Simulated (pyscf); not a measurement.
Structures and frequencies: ωB97X-D3(BJ)/def2-SVP in PySCF. Correlated levels are frozen-core, on RHF or UHF. ΔMP2 is the change of the MP2 total energy from the triple- to the quadruple-zeta basis.

Q: For HCl (SMILES Cl) + •H₂C–Cl (SMILES [CH2]Cl) → Cl–CH₂–Cl (SMILES ClCCl) + H• (SMILES [H]), an atom transfer (doublet surface; Cl–H broken, C–Cl formed), PBE/def2-TZVP gives ΔE‡ = 1.10 eV and ΔE = +0.99 eV (zero: the separated reactants). In which direction and how far do B3LYP-D3(BJ)/def2-TZVP, PBE0-D3(BJ)/def2-TZVP, CCSD(T)/def2-TZVPP + ΔMP2(QZVPP) move these?

A: B3LYP-D3(BJ): ΔE‡ = 1.32 eV, ΔE = +1.15 eV; PBE0-D3(BJ): ΔE‡ = 1.27 eV, ΔE = +1.00 eV; CCSD(T): ΔE‡ = 1.49 eV, ΔE = +1.09 eV. PBE's barrier lies under all of them, by 0.17 to 0.39 eV. Its reaction energy matches one of them and lies within 0.16 eV of the others. This is the saddle that the search found; another between the same sides may lie lower. The angle at the transferred Cl is 177°. The CCSD(T) − MP2 part came from Ansatz, without density fitting, on the same reference.
